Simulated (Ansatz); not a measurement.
System: 2H MoS2. Method: r²SCAN (Ansatz, a quantum-chemistry and plane-wave program, plane waves, PAW).

Run with plane-wave cutoff 500 eV, 18×18×4 k mesh (along the axes of the cell as run), Fermi–Dirac smearing 0.05 eV, no spin polarisation, scalar-relativistic PAW data made under PBE.

Cell (relaxed at this level):

```cif
data_Mo2S4
_chemical_formula_sum 'Mo2 S4'
_space_group_name_H-M_alt 'P63/mmc'
_space_group_IT_number 194
_space_group_name_Hall '-P 6c 2c'
_cell_length_a 3.18427
_cell_length_b 3.18427
_cell_length_c 12.98955
_cell_angle_alpha 90.000
_cell_angle_beta 90.000
_cell_angle_gamma 120.000
loop_
_atom_site_label
_atom_site_type_symbol
_atom_site_symmetry_multiplicity
_atom_site_Wyckoff_symbol
_atom_site_fract_x
_atom_site_fract_y
_atom_site_fract_z
_atom_site_occupancy
Mo1 Mo 2 d 0.66667 0.33333 0.25000 1
S1 S 4 f 0.33333 0.66667 0.13047 1
```

Problem. What does this level give for the band gap?

Solution. 
* **band gap**: 1.16 eV (on the SCF k mesh)

Measured, for comparison: band gap 1.23 eV (room temperature, not corrected to a static lattice, bulk 2H, our sources range from 1.23 to 1.29; as tabulated in Bastos et al. (2019), arXiv:1903.08112).

Note: the cell comes from a level without a dispersion term, which matters for the spacing of layers, chains or molecules; the cell has widely spaced layers and the level no dispersion term, so their spacing and the moduli can rest on weak binding.

Spin–orbit coupling is not included.

Static lattice: no zero-point or thermal effects.
